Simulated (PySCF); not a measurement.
Species: C3H9O (charge +1).
SMILES: `C[O+](C)C`

Computed, not measured: PySCF 2.14.0, PBE0-D3(BJ)/def2-SVP geometry optimisation, gas phase.

Take the most abundant isotopes and a rigid rotor. 

Task: Give the principal moments of inertia and the rotational constants in MHz.

Result: Ia = 59.06, Ib = 59.11, Ic = 105.82 u·Å²; 505379 MHz·u·Å²/I gives A = 8558, B = 8550, C = 4776 MHz.

Task: Classify the top.

Result: An oblate symmetric top, as the point group C3v requires two equal moments; the computed ones differ by 0.09 % because the geometry is symmetric only within the optimiser's tolerance: κ = (2 × 8550 − 8558 − 4776)/(8558 − 4776) = 1.00.

Task: What does the inertial defect say?

Result: Not planar: Δ = Ic − Ia − Ib = -12.34 u·Å². For a rigid frame Δ = −2 Σ m c², so Σ m c² = 6.17 u·Å² lies off the ab plane: 5.00 from hydrogen and 1.17 from heavier atoms. The atom farthest from that plane is 1.17 Å away.

Task: Give the other two planar moments, Paa and Pbb, and the rms extents of the mass along the axes.

Result: Paa = Σ m a² = (Ib + Ic − Ia)/2 = 52.93 and Pbb = Σ m b² = (Ia + Ic − Ib)/2 = 52.88 u·Å². With the mass M = 61.07 u, the rms extents √(P/M) along a, b and c are 0.93, 0.93, 0.32 Å.

Task: Where do the R-branch lines fall?

Result: The dipole of 0.56 D (about the centre of mass, as the species is charged) lies along the symmetry axis, so ΔK = 0 and J+1 ← J falls at 2B(J+1) for every K: 17.11 GHz, 34.22 GHz, 51.32 GHz, 68.43 GHz, 85.54 GHz for J = 0 to 4.

Task: Estimate the classical rotational partition function at 10 K, 25 K and 200 K.

Result: Point group C3v, symmetry number σ = 3; q = (√π/σ)·√((kT/h)³/(ABC)), k/h = 20836.6 MHz/K: 95.1 at 10 K, 376 at 25 K, 8500 at 200 K.

No frequency check. Constants of a rigid frame at the computed geometry: no zero-point averaging, no centrifugal distortion.
